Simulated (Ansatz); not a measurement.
We consider diamond, described by LC-ωPBE (Ansatz, an electronic-structure program, plane waves, PAW).

Run with plane-wave cutoff 520 eV, 12×12×12 k mesh, scalar-relativistic PAW data made under PBE.

Computed at the level's own relaxed cell.

```yaml
crystal:
  lattice:
    - [0.00000, 1.76687, 1.76687]
    - [1.76687, 0.00000, 1.76687]
    - [1.76687, 1.76687, 0.00000]
  atoms:
    - { symbol: C, position: [0.50000, 0.50000, 0.50000] }
    - { symbol: C, position: [0.75000, 0.75000, 0.75000] }
```

Problem. Give the elastic tensor (Voigt notation, GPa, ions relaxed, in the Cartesian axes of the cell as printed).

Solution. 
```
 1166.6   157.7   157.7     0.0     0.0     0.0
  157.7  1166.6   157.7     0.0     0.0     0.0
  157.7   157.7  1166.6     0.0     0.0     0.0
    0.0     0.0     0.0   633.8     0.0     0.0
    0.0     0.0     0.0     0.0   633.8     0.0
    0.0     0.0     0.0     0.0     0.0   633.8
```

Measured, for comparison: elastic constant C11 1081 GPa, elastic constant C12 125 GPa, elastic constant C44 579 GPa (low temperature, zero-point motion not removed; as tabulated in Tanner et al. (2021), arXiv:2110.11888). Computed (rounded) less measured: elastic constant C11 +8 %, elastic constant C12 +26 %, elastic constant C44 +9 %.

Computed values are for the static lattice.
